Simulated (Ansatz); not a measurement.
## singlet SiS: levels of theory in one basis

```json
{"atom": "Si", "x (Å)": "0.0000", "y (Å)": "0.0000", "z (Å)": "0.0000"}
{"atom": "S", "x (Å)": "0.0000", "y (Å)": "0.0000", "z (Å)": "1.8325"}
```

Basis set: def2-SVP (spherical functions). Left uncorrelated: 10 orbitals. Charge 0, multiplicity 1.

Computed with Ansatz (development build ahead of 0.2.0); each method stands on the lowest determinant of its kind that the runs found.

| method | E − E(RHF) (eV) | <S²> of the determinant |
| --- | --- | --- |
| RHF | 0.00 | 0.00 |
| RHF-MP2 | -5.37 | – |

**Question.** What does RHF-CCSD(T) give on the same scale?

**Answer.** -6.25 eV.

**Question.** Is a single determinant a sound starting point here?

**Answer.** By this sign, yes. Unrestricted orbitals gain 0.00 eV and <S²> is 0.00 against 0.00 for a pure state.
